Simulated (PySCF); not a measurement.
# C2H2N2 (C-Cyanomethanimine): the cost of one run

The runs use PySCF 2.14.0, with density-fitted response routines of our own; the level of theory stands in each step. All values are computed, except where a source is named. Atoms are numbered from 0 throughout.

**1. The molecule as given**

6 atoms, charge 0, multiplicity 1; geometry from: MMFF94s.

Bonds of the start (Å): H0–N1 1.03, N1–C2 1.29, C2–C3 1.44, C3–N4 1.16, C2–H5 1.10.

**2. Geometry optimisation at PBE0-D3(BJ)/def2-SVP**

The job: settings as JSON, then the geometry in Å.

```
{"job": {"xc": "PBE0", "basis": "def2-SVP", "d3": "d3bj", "grid": 1, "kind": "geom"}, "charge": 0, "multiplicity": 1}
H     -1.030434    -1.251003    -0.000733
N     -1.319384    -0.263606     0.001388
C     -0.306344     0.534034     0.001358
C      1.001430    -0.074288    -0.001530
N      2.049557    -0.574850    -0.003870
H     -0.394825     1.629714     0.003387
```

On the command line:

```console
$ OMP_NUM_THREADS=1 python probes_run.py task.json out
```

One launch serves the whole session: the jobs run in the order shown.

Q: Estimate the wall time and peak memory of this first job on 1 thread of Arm Neoverse V2, shared host.

About 5.9 s, with a peak of 0.28 GiB.
